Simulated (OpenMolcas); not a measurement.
**SiClF (SMILES F[Si]Cl) at MP2/ANO-S-VTZP**

What is the energy change on altering one bond length of SiClF at MP2/ANO-S-VTZP? 

The results are computed with OpenMolcas 26.06.

4 further runs of the same task are left out: 4 set aside as unsound or not needed.

### 1 The structure to begin with

SiClF has 3 atoms, charge 0, and is taken as a singlet. SMILES: `F[Si]Cl`. The coordinates come from a GFN2-xTB relaxation.

Bond lengths: F1–Si2 1.631 Å, Si2–Cl3 2.037 Å. Angles: F1–Si2–Cl3 97.3°.

### 2 The energy at MP2/ANO-S-VTZP

The input, mol.inp:

```
&GATEWAY
  Coord
  3
  angstrom
  F        0.643570      -1.170880       0.217180
  Si      -0.631340      -0.346450      -0.379740
  Cl      -0.012230       1.517330       0.162560
  Basis=ANO-S-VTZP
  Group=NoSym

&SEWARD

&SCF
  PrOrbitals=0

&MBPT2
  Frozen=11
```

The run is started by

```bash
$ export MOLCAS_MEM=1860
$ pymolcas mol.inp > mol.log
```

Standard output:

```text
--- Start Module: gateway ---

                                              &GATEWAY

                       available to each process: 1.9 GB of memory, 1 thread

++    Symmetry information:
      ---------------------

                    Character Table for C1

                             E
                    a        1  x, y, xy, Rz, z, xz, Ry, yz, Rx, I
--

++    Basis set information:
      ----------------------

      Basis set label: F.ANO-S...4S3P2D.

      Electronic valence basis set:
      ------------------
      Associated Effective Charge   9.000000 au
      Associated Actual Charge      9.000000 au
      Nuclear Model: Point charge

      Shell  nPrim  nBasis  Cartesian Spherical Contaminant
         s      10       4        X
         p       6       3        X
         d       3       2                 X

      Basis set label: SI.ANO-S...5S4P2D.

      Electronic valence basis set:
      ------------------
      Associated Effective Charge  14.000000 au
      Associated Actual Charge     14.000000 au
      Nuclear Model: Point charge

      Shell  nPrim  nBasis  Cartesian Spherical Contaminant
         s      13       5        X
         p      10       4        X
         d       4       2                 X

      Basis set label: CL.ANO-S...5S4P2D.

      Electronic valence basis set:
      ------------------
      Associated Effective Charge  17.000000 au
      Associated Actual Charge     17.000000 au
      Nuclear Model: Point charge

      Shell  nPrim  nBasis  Cartesian Spherical Contaminant
         s      13       5        X
         p      10       4        X
         d       4       2                 X
--

++    Molecular structure info:
      -------------------------

                    ************************************************
                    **** Cartesian Coordinates / bohr, angstrom ****
                    ************************************************

     Center  Label                x              y              z                     x              y              z
        1      F1               1.216171      -2.212643       0.410411              0.643570      -1.170880       0.217180
        2      SI2             -1.193060      -0.654696      -0.717605             -0.631340      -0.346450      -0.379740
        3      CL3             -0.023111       2.867338       0.307194             -0.012230       1.517330       0.162560

                    ***************************************
                    *    InterNuclear Distances / bohr    *
                    ***************************************

               1 F1            2 SI2           3 CL3
    1 F1       0.000000
    2 SI2      3.082857        0.000000
    3 CL3      5.229979        3.850158        0.000000

                    *******************************************
                    *    InterNuclear Distances / angstrom    *
                    *******************************************

               1 F1            2 SI2           3 CL3
    1 F1       0.000000
    2 SI2      1.631378        0.000000
    3 CL3      2.767586        2.037416        0.000000
--

            Nuclear Potential Energy            131.94124693 au

--- Stop Module: gateway /rc=_RC_ALL_IS_WELL_ ---

--- Start Module: seward ---

                                              &SEWARD

                       available to each process: 1.9 GB of memory, 1 thread

               SEWARD will generate:
                  Multipole Moment integrals up to order  2
                  Kinetic Energy integrals
                  Nuclear Attraction integrals (point charge)
                  One-Electron Hamiltonian integrals
                  Velocity integrals
                  Orbital angular momentum around ( -0.1352   0.4871  -0.0188 )
                  Velocity quadrupole around ( -0.1352   0.4871  -0.0188 )
                  Two-Electron Repulsion integrals

                   Integrals are discarded if absolute value <: 1.00E-14
                   Integral cutoff threshold is set to       <: 1.00E-16

            Nuclear Potential Energy            131.94124693 au

      Basis set specifications :
      Symmetry species         a
      Basis functions           77

--- Stop Module: seward /rc=_RC_ALL_IS_WELL_ ---
--- Module seward spent 2 seconds ---

--- Start Module: scf ---

                                                &SCF

                       available to each process: 1.9 GB of memory, 1 thread

++    Input section:
      --------------

      Header of the integral files:

      Cartesian coordinates in angstrom:
      -----------------------------------------------------
      No.  Label        X            Y            Z
      -----------------------------------------------------
       1   F1         0.64357000  -1.17088000   0.21718000
       2   SI2       -0.63134000  -0.34645000  -0.37974000
       3   CL3       -0.01223000   1.51733000   0.16256000
      -----------------------------------------------------
      Nuclear repulsion energy =  131.94124693
--

++    Orbital specifications:
      -----------------------

      Symmetry species               1
                                     a
      Frozen orbitals                0
      Occupied orbitals             20
      Secondary orbitals            57
      Deleted orbitals               0
      Total number of orbitals      77
      Number of basis functions     77
--

      Molecular charge                           0.000

++    Optimization specifications:
      ----------------------------

      SCF Algorithm: Conventional
      Minimized density differences are used
      Number of density matrices in core                 5
      Maximum number of NDDO SCF iterations            400
      Maximum number of HF SCF iterations              400
      Threshold for SCF energy change             1.00E-09
      Threshold for density matrix                1.00E-04
      Threshold for Fock matrix                   1.50E-04
      Threshold for linear dependence             1.00E-09
      Threshold at which DIIS is turned on        1.50E-01
      Maximum depth in the DIIS procedure                5
      Maximum depth in the BFGS Hessian update          30
      Threshold at which QNR/C2DIIS is turned on  7.50E-02
      Threshold for Norm(delta) (QNR/C2DIIS)      1.00E-03
      All orbitals punched on: SCFORB
--

      Input vectors read from INPORB
      Orbital file label: *Guess orbitals

++ Convergence information
                                   SCF        iterations: Energy and convergence statistics

Iter     Tot. SCF        One-elec.       Two-elec.     Energy      Max Dij or  Max Fij      DNorm      TNorm      AccCon     Time
         Energy          Energy          Energy        Change      Delta Norm                                                in Sec.
   1  -847.723591587 -1437.065418572   457.400580051   0.00E+00    1.59E-01*   1.40E-01*    9.15E+00   1.54E+02   None         0.
   2  -847.945055652 -1438.072556599   458.186254012  -2.21E-01*   1.48E-01*   7.67E-02*    1.77E+00   1.54E+02   EDIIS        0.
   3  -847.981314145 -1439.207237247   459.284676168  -3.63E-02*   3.01E-02*   4.58E-02*    6.95E-01   1.55E+02   c2DIIS       0.
   4  -848.005057819 -1438.439862688   458.493557934  -2.37E-02*   1.44E-02*   3.38E-03*    1.48E-01   1.54E+02   QNRc2DIIS    0.
   5  -848.005518946 -1438.506441966   458.559676085  -4.61E-04*   1.09E-02*   1.50E-03*    3.91E-02   1.54E+02   QNRc2DIIS    0.
   6  -848.005618723 -1438.483468157   458.536602500  -9.98E-05*   1.28E-03*   3.05E-04*    1.35E-02   1.54E+02   QNRc2DIIS    0.
   7  -848.005622452 -1438.479996049   458.533126663  -3.73E-06*   6.97E-04    1.26E-04     4.49E-03   1.54E+02   QNRc2DIIS    0.
   8  -848.005622976 -1438.485119044   458.538249134  -5.24E-07*   8.77E-05    6.56E-05     1.19E-03   1.54E+02   QNRc2DIIS    0.
   9  -848.005623001 -1438.482767483   458.535897548  -2.51E-08*   2.90E-05    1.35E-05     2.09E-04   1.54E+02   QNRc2DIIS    0.
  10  -848.005623003 -1438.482759878   458.535889941  -1.90E-09*   1.28E-05    4.53E-06     4.37E-05   1.54E+02   QNRc2DIIS    0.
  11  -848.005623003 -1438.482923042   458.536053105  -3.06E-10    4.51E-06    9.94E-07     3.62E-05   1.54E+02   QNRc2DIIS    0.

       Convergence after  11 Iterations
--

 *****************************************************************************************************************************
 *                                             SCF/KS-DFT Program, Final results                                             *
 *                                                       Final Results                                                       *
 *****************************************************************************************************************************

::    Total SCF energy                               -848.0056230030
      One-electron energy                           -1438.4829230424
      Two-electron energy                             458.5360531050
      Nuclear repulsion energy                        131.9412469343
      Kinetic energy (interpolated)                   847.8790354866
      Virial theorem                                    1.0001492990
      Total spin, S(S+1)                                0.0000000000
      Total spin, S                                     0.0000000000
      Max non-diagonal density matrix element           0.0000052697
      Max non-diagonal Fock matrix element              0.0000004535

      No orbitals printed

++    Molecular charges:
      ------------------

      Mulliken charges per centre
      ---------------------------

                F1      SI2     CL3
      Total    9.5465 13.0480 17.4055

      N-E     -0.5465  0.9520 -0.4055

      Total electronic charge=   40.000000

      Total            charge=   -0.000000
--

++    Static properties:
      ------------------

      LoProp Charges per center

                   F1       SI2      CL3
      Nuclear      9.0000  14.0000  17.0000
      Electronic  -9.5761 -13.1161 -17.3078

      Total       -0.5761   0.8839  -0.3078
--

++    Natural Bond Order analysis
      ---------------------------
      Based on LoProp computed density
      -------------------------------------------------------------------------------------
      Atom A       Atom B       Bond Order
        SI2          CL3            0.782
      -------------------------------------------------------------------------------------
      NBO located      1.564 electrons involved in    1 bonds.
      NBO located      1.000 non-bonded electrons on atom F1
      NBO located      1.010 non-bonded electrons on atom F1
      NBO located      0.994 non-bonded electrons on atom SI2
      NBO located      0.999 non-bonded electrons on atom SI2
      NBO located      1.000 non-bonded electrons on atom SI2
      NBO located      1.000 non-bonded electrons on atom SI2
      NBO located      0.999 non-bonded electrons on atom SI2
      NBO located      1.016 non-bonded electrons on atom CL3
      NBO located      0.986 non-bonded electrons on atom CL3
      NBO located      1.002 non-bonded electrons on atom CL3
      NBO located      1.000 non-bonded electrons on atom CL3
      NBO located      1.000 non-bonded electrons on atom CL3
      NBO located      1.000 non-bonded electrons on atom CL3
      NBO located      1.000 non-bonded electrons on atom CL3
      The remaining    4.685 electrons are to be considered as diffuse
--

++    Molecular properties:
      ---------------------

      Charge (e):
                      =   -0.0000
      Dipole Moment (debye):
      Origin of the operator (angstrom)=   -0.0716    0.2578   -0.0099
                   X= -1.1332E+00               Y= -1.0508E-01               Z= -6.2401E-01           Total=  1.2979E+00
      Quadrupole Moment (debye*angstrom):
      Origin of the operator (angstrom)=   -0.0716    0.2578   -0.0099
                  XX= -3.1618E+01              XY=  1.4563E+00              XZ= -1.8175E+00              YY= -3.2527E+01
                  YZ=  2.7689E-01              ZZ= -2.8905E+01
      In traceless form (debye*angstrom)
                  XX= -9.0190E-01              XY=  2.1844E+00              XZ= -2.7262E+00              YY= -2.2660E+00
                  YZ=  4.1534E-01              ZZ=  3.1679E+00
--

--- Stop Module: scf /rc=_RC_ALL_IS_WELL_ ---
--- Module scf spent 2 seconds ---

--- Start Module: mbpt2 ---

                                               &MBPT2

                       available to each process: 1.9 GB of memory, 1 thread

WARNING!
Default frozen orbitals as non valence orbitals is overwritten by user input.
Default values:   8

      Cartesian coordinates in angstrom:
      -----------------------------------------------------
      No.  Label        X            Y            Z
      -----------------------------------------------------
       1   F1         0.64357000  -1.17088000   0.21718000
       2   SI2       -0.63134000  -0.34645000  -0.37974000
       3   CL3       -0.01223000   1.51733000   0.16256000
      -----------------------------------------------------
      Nuclear repulsion energy =  131.94124693

      Contents of RUNFILE file:
      -------------------------

      Symmetry species                           1
                                                 a
      Number of basis functions                 77
      Frozen occupied orbitals                  11
      Active occupied orbitals                   9
      Active external orbitals                  57
      Deleted external orbitals                  0

      Reference numbers of frozen occupied orbitals according to the original input sequence
      symmetry species 1                        1  2  3  4  5  6  7  8  9 10 11

      Energies of the active occupied orbitals

      symmetry species 1                    -1.595625     -1.117842     -0.763807     -0.678765     -0.666315
                                            -0.603447     -0.493372     -0.487365     -0.392404

      Energies of the active external orbitals

      symmetry species 1                     0.012762      0.063234      0.073694      0.104411      0.125346
                                             0.176962      0.212081      0.219079      0.289857      0.292640
                                             0.297145      0.316731      0.337023      0.364654      0.441581
                                             0.513255      0.536429      0.549411      0.568928      0.577645
                                             0.661218      0.665309      0.680739      0.681481      0.731223
                                             0.776848      0.838948      0.880348      0.888626      0.936425
                                             0.979271      1.133565      1.311771      1.562329      1.579862
                                             1.625309      1.639967      1.687692      1.731033      1.732891
                                             1.762737      1.896014      1.948352      2.088813      2.171181
                                             2.217569      2.578596      3.009202      3.064646      3.715473
                                             5.726823      6.528313      6.706315      7.406058      7.585131
                                             7.646523     10.336817

      ********************************************************************************************************
      *                                               Results                                                *
      ********************************************************************************************************

 Conventional algorithm used...

       SCF energy                           =     -848.0056230030 a.u.
       Second-order correlation energy      =       -0.4702554282 a.u.

       Total energy                         =     -848.4758784313 a.u.
       Reference weight ( Cref**2 )         =        0.86722

::    Total MBPT2 energy                             -848.4758784313

       Zeroth-order energy (E0)             =     -389.4695698980 a.u.

       Shanks-type energy S1(E)             =     -848.4763612007 a.u.

       Data processing and timing information:

       Section                                              time(sec)
                                                          CPU  Elapsed

      Input data processing                              0.02      0.04
      Transformation of integrals                        0.12      0.13
      MBPT2 calculations (BJAI)                          0.00      0.00
      Total MBPT2 calculations                           0.14      0.17

--- Stop Module: mbpt2 /rc=_RC_ALL_IS_WELL_ ---

.##################.
.# Happy landing! #.
.##################.

    Timing: Wall=4.58 User=3.77 System=0.80
```

Run time: 4.8 s. Hardware: 1 thread of Arm Neoverse V1, shared host; peak memory 0.44 GiB.

(Part 1 of 2 ends here.)
